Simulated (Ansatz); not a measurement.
# Fluorite SrCl2

The numbers are results of LDA (PAW; Ansatz, an electronic-structure program), not measurements.

Settings: plane-wave cutoff 500 eV, 8×8×8 k mesh, gaussian smearing 0.02 eV, scalar-relativistic PAW data made under PBE.

Cell (relaxed at this level):

```yaml
crystal:
  lattice:
    - [0.00000, 3.40033, 3.40033]
    - [3.40033, 0.00000, 3.40033]
    - [3.40033, 3.40033, 0.00000]
  atoms:
    - { symbol: Sr, position: [0.00000, 0.00000, 0.00000] }
    - { symbol: Cl, position: [0.25000, 0.25000, 0.25000] }
    - { symbol: Cl, position: [0.75000, 0.75000, 0.75000] }
```

- band gap: 5.10 eV (on the SCF k mesh)

Measured, for comparison: band gap 7.5 eV (temperature not stated, not corrected to a static lattice; as tabulated in Aguado et al. (1999), arXiv:cond-mat/9901145).

Spin–orbit coupling is not included.

The computed numbers hold no vibrational or temperature effects.
